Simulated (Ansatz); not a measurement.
Ansatz (a program for electronic structure) input (PBE0/def2-SVPD):

Ansatz 0.2 input:
```yaml
crystal:
  periodic: [false, false, false]
  atoms:
    - {symbol: C, position_ang: [0.03744685, 0.00324337, 0.50825858]}
    - {symbol: F, position_ang: [-0.03836255, 1.09650981, -0.24435931]}
    - {symbol: F, position_ang: [-0.08494317, -1.09763667, -0.22692580]}
    - {symbol: H, position_ang: [0.88507040, -0.00931849, 1.19201449]}
basis:
  gaussian:
    orbitals: def2-SVPD
hamiltonian:
  xc: {name: PBE0}
magnetization: {spin_polarized: true, initial_magnetization: 1}
```

Output:

```
Functional definition: PBE0
integrals: 0.01 GiB planned
603 factors; their error is unknown
mean field: 0.22 GiB planned
mean field evaluation 1: about -6473.1644 eV, gradient 1.7e1 eV
mean field evaluation 2: about -6472.8351 eV, gradient 2.0e1 eV
mean field evaluation 4: about -6474.0265 eV, gradient 5.8e-1 eV
mean field evaluation 8: about -6474.0593 eV, gradient 1.1e-2 eV
mean field -6474.05925414 eV, -237.9172893146 hartree, gradient 2.7e-5 eV, S^2 0.752492; 0 other end points of the search recorded, 0 dependent functions left out
reference -6474.05928130 eV, -237.9172903127 hartree; 13, 12 occupied and 61, 62 virtual orbitals, 603 factors
Total energy: -6474.05928130 eV, -237.9172903127 hartree
```
